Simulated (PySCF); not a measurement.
A structure optimised at PBE0-D3(BJ)/def2-TZVP, used in a PySCF frequency run:

```
C
O 1 1.2060
N 1 1.3509 2 124.96
H 3 1.0033 1 121.28 2 180.00
H 3 1.0061 4 119.43 1 180.00
H 1 1.1071 2 122.71 3 180.00
```
Charge 0, spin multiplicity 1.

### Question
Write its SMILES, formula and point group.

### Answer
NC=O, CH₃NO, Cs

### Question
What are its rotational constants (standard atomic weights)?

### Answer
74.109, 11.466, 9.9294 GHz
